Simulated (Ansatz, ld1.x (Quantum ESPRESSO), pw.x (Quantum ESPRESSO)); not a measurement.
**silver: does the PAW potential hold in the solid?**

```
Element                 : silver (Ag)
Generator               : ld1.x (Quantum ESPRESSO) 7.5
Type                    : PAW
Functional              : LDA (PW92)
Relativity              : scalar-relativistic
Frozen core             : [Kr]
Valence charge          : 11
Reference configuration : 4d10 5s1 5p0
Partial waves           : 5s (bound): rcut 1.95, rcutus 2.50 bohr; 5s channel at 0.6 Ry: rcut 1.95, rcutus 2.50 bohr; 5p (bound, empty): rcut 2.40, rcutus 2.70 bohr; 5p channel at 1.5 Ry: rcut 2.40, rcutus 2.70 bohr; 4d (bound): rcut 2.10, rcutus 2.20 bohr; 4d channel at 4.7 Ry: rcut 2.10, rcutus 2.20 bohr
Local potential         : all-electron potential smoothed inside 2.15 bohr (lloc = -1)
Core correction         : a·sin(br)/r model core, default radius (core density twice the valence density)
Augmentation charge     : PSQ, inside the norm-conserving radii
```

Crystal test: fcc Ag in pw.x 7.5, no spin, 14³ k-points, Fermi–Dirac smearing 0.01 Ry, cutoffs 45/360 Ry. The lattice is a test structure that the element need not adopt, and mesh and smearing are coarse.

pw.x input:

```
&control
  calculation='scf', prefix='x', pseudo_dir='./', outdir='./tmp', tstress=.true., disk_io='none'
/
&system
  ibrav=0, nat=1, ntyp=1, ecutwfc=45, ecutrho=360, nbnd=13,
  occupations='smearing', smearing='fd', degauss=0.01
/
&electrons
  conv_thr=1e-09, mixing_beta=0.4, electron_maxstep=70
/
ATOMIC_SPECIES
Ag 1.0 Ag.UPF
CELL_PARAMETERS angstrom
  0.00000000 2.00685150 2.00685150
  2.00685150 0.00000000 2.00685150
  2.00685150 2.00685150 0.00000000
ATOMIC_POSITIONS crystal
Ag 0.0000 0.0000 0.0000
K_POINTS automatic
14 14 14 0 0 0
```

```bash
pw.x < Ag.scf.in > Ag.scf.out
```

Question: How does the run end?

Answer: It converges; the pressure is 5.83 GPa against -1.23 GPa from all-electron LAPW. This is a poor potential for the solid. Atomic configuration tests: 1 of 9 tests not solved or not reliable. The log shows:

```
     iteration #  3     ecut=    45.00 Ry     beta= 0.40
     c_bands:  1 eigenvalues not converged
     c_bands:  1 eigenvalues not converged
     c_bands:  1 eigenvalues not converged
     c_bands:  1 eigenvalues not converged
     [... 3 repeated lines left out ...]
     total energy              =    -345.51157094 Ry
     estimated scf accuracy    <       0.00058865 Ry
     iteration #  4     ecut=    45.00 Ry     beta= 0.40
     total energy              =    -345.51166043 Ry
     estimated scf accuracy    <       0.00047402 Ry
     iteration #  5     ecut=    45.00 Ry     beta= 0.40
     total energy              =    -345.51174064 Ry
     estimated scf accuracy    <       0.00000232 Ry
     iteration #  6     ecut=    45.00 Ry     beta= 0.40
     total energy              =    -345.51174454 Ry
     estimated scf accuracy    <       0.00003034 Ry
     iteration #  7     ecut=    45.00 Ry     beta= 0.40
     [... 1 repeated lines left out ...]
     total energy              =    -345.51174843 Ry
     estimated scf accuracy    <       0.00000073 Ry
     iteration #  8     ecut=    45.00 Ry     beta= 0.40
     total energy              =    -345.51174849 Ry
     estimated scf accuracy    <       0.00000007 Ry
     iteration #  9     ecut=    45.00 Ry     beta= 0.40
     the Fermi energy is    13.2629 ev
!    total energy              =    -345.51174852 Ry
     estimated scf accuracy    <          6.7E-10 Ry
     smearing contrib. (-TS)   =      -0.00115008 Ry
     The total energy is F=E-TS. E is the sum of the following terms:
     one-electron contribution =       3.59983218 Ry
     hartree contribution      =      15.10357197 Ry
     xc contribution           =     -36.23941504 Ry
     ewald contribution        =     -73.14212026 Ry
     one-center paw contrib.   =    -254.83246730 Ry
     convergence has been achieved in   9 iterations
          total   stress  (Ry/bohr**3)                   (kbar)     P=       58.30
     Message from routine punch:
     Nothing written, as per user request (disk_io='none')
```
